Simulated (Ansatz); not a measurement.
# C3H4: the cost of one run

Computed with Ansatz 0.2.0 (the levels named in each step, unless a step's input says otherwise).

## 1. The system as given

Bond lengths: C1–C2 1.298 Å, C2–C3 1.298 Å, C1–H4 1.088 Å, C1–H5 1.088 Å, C3–H6 1.088 Å, C3–H7 1.088 Å. Angles: C1–C2–C3 179.9°, C2–C1–H4 123.0°, C2–C1–H5 123.0°, H4–C1–H5 114.0°, C2–C3–H6 123.0°, C2–C3–H7 123.0°, H6–C3–H7 114.0°.

Structure file:

```xyz
7

C     1.2911   -0.0632    0.1225
C    -0.0001   -0.0005    0.0004
C    -1.2911    0.0631   -0.1227
H     1.9102   -0.7352   -0.4687
H     1.8502    0.5512    0.8258
H    -1.7904    0.1710   -1.0836
H    -1.9700    0.0130    0.7266
```

## 2. A rough first relaxation, PBE-D4/def2-SVP

This run stands in another session on the same molecule. It ended at:

```xyz
7

C     1.3180   -0.0640    0.1246
C    -0.0001   -0.0013    0.0002
C    -1.3180    0.0618   -0.1251
H     1.9245   -0.7544   -0.5013
H     1.8591    0.5695    0.8608
H    -1.7985    0.1655   -1.1224
H    -1.9850    0.0223    0.7635
```

## 3. Relaxation, PBE0-D4/def2-TZVPP

File input.yaml:

```yaml
crystal:
  periodic: [false, false, false]
  atoms:
    - { symbol: C, position_ang: [1.31796561, -0.06399076, 0.12456477] }
    - { symbol: C, position_ang: [-9.959e-05, -0.00133748, 0.00020227] }
    - { symbol: C, position_ang: [-1.31804774, 0.06179588, -0.12511452] }
    - { symbol: H, position_ang: [1.92451225, -0.75435445, -0.50134782] }
    - { symbol: H, position_ang: [1.85905694, 0.56945727, 0.86082082] }
    - { symbol: H, position_ang: [-1.79846406, 0.16554376, -1.1224345] }
    - { symbol: H, position_ang: [-1.98499341, 0.02233578, 0.76348898] }
magnetization:
  spin_polarized: true
  initial_magnetization: 1
total_charge: 1
basis:
  gaussian: { orbitals: def2-TZVPP }
hamiltonian:
  xc: pbe0
  dispersion: d4
relax:
  f_tol: 0.002
  max_steps: 150
```

Started as:

```
> ansatz run input.yaml --threads 4 --pin off --max-ram 10240MiB --backend cpu --events-out ev --progress --plain --runs-dir out
```

**Question.** How long does this run take on 4 threads of Arm Neoverse N1, shared host, and how much memory does it need?

About 21 s, with a peak of 0.26 GiB.
